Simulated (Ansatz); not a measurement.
# CHOSi (doublet): wave-function methods side by side, cc-pVTZ

Aim: climb from Hartree-Fock through coupled cluster for CHOSi (doublet) at one geometry and basis, and see what each rung misses.

Method: cc-pVTZ, core rule «outside noble gas», up to 7 orbitals frozen; program: Ansatz 0.2.0, Gaussian basis.

The runs, in order: UHF; CCSD(T) on ROHF; CCSD(T) on UHF; BCCD(T) on ROHF; CCSDT(Q) on ROHF; CCSDT(Q) on UHF.

6 further runs of the same task are left out: 1 for a known fault of the program, 5 set aside as unsound or not needed.

## Step 1: The system

The geometry is a PBE0/def2-TZVP stationary point (not a proven minimum) of the parent state, kept for this charge and spin.

4 atoms, charge 0, spin multiplicity 2.

Atoms are counted from 1 here; the program's logs count them from 0.

Bond lengths: C1–O2 1.268 Å, O2–Si3 1.699 Å, Si3–H4 1.496 Å. Angles: C1–O2–Si3 139.4°, O2–Si3–H4 117.6°.

Geometry (Å):

| atom | x (Å) | y (Å) | z (Å) |
| --- | --- | --- | --- |
| C1 | 0.00000 | 0.33304 | 1.72237 |
| O2 | 0.00000 | -0.31216 | 0.63049 |
| Si3 | 0.00000 | -0.01525 | -1.04217 |
| H4 | 0.00000 | 1.41137 | -1.49257 |

## Step 2: UHF

in.yaml

```yaml
crystal:
  periodic: [false, false, false]
  atoms:
    - {symbol: C, position_ang: [0.000000, 0.333035, 1.722367]}
    - {symbol: O, position_ang: [0.000000, -0.312160, 0.630489]}
    - {symbol: Si, position_ang: [0.000000, -0.015246, -1.042169]}
    - {symbol: H, position_ang: [0.000000, 1.411369, -1.492570]}
basis:
  gaussian: {orbitals: cc-pVTZ}
magnetization: {spin_polarized: true, initial_magnetization: 1}
hamiltonian: {xc: hf}
output: {orbitals: {seedname: orbitals}}
```

Started as:

```bash
> ansatz run in.yaml --threads 1 --pin off --events-out ev --progress --plain --max-ram 4096MiB --backend cpu
```

Further steps of the session: CCSD(T) on ROHF; CCSD(T) on UHF; BCCD(T) on ROHF; CCSDT(Q) on ROHF; CCSDT(Q) on UHF.

**Question.** What will the summary of the whole plan be? Wanted: UCCSDT(Q) below the RHF energy; RMP2 from UCCSDT(Q); UMP2 from UCCSDT(Q); RCCSD from UCCSDT(Q); RCCSD(T) from UCCSDT(Q); UCCSD(T) from UCCSDT(Q); RCCSDT(Q) from UCCSDT(Q); T1 diagnostic.

**Answer**, as computed:

| quantity | value |
| --- | --- |
| UCCSDT(Q) below the RHF energy | -13.4776 eV |
| RMP2 from UCCSDT(Q) | +150.7 kJ/mol |
| UMP2 from UCCSDT(Q) | +152.4 kJ/mol |
| RCCSD from UCCSDT(Q) | +66.0 kJ/mol |
| RCCSD(T) from UCCSDT(Q) | +8.7 kJ/mol |
| UCCSD(T) from UCCSDT(Q) | +8.8 kJ/mol |
| RCCSDT(Q) from UCCSDT(Q) | +1.0 kJ/mol |
| levels within 1 kcal/mol (43 meV) | RCCSDT(Q) |
| T1 diagnostic | 0.045 |

**Reading.** RCCSD(T) lands +8.7 kJ/mol from the yardstick (0.7 % of the correlation energy). Coupled cluster took another determinant than the lowest Hartree-Fock one. These misses are within one basis, not against nature; the frozen cores of restricted and unrestricted runs differ, which can shift their rows.
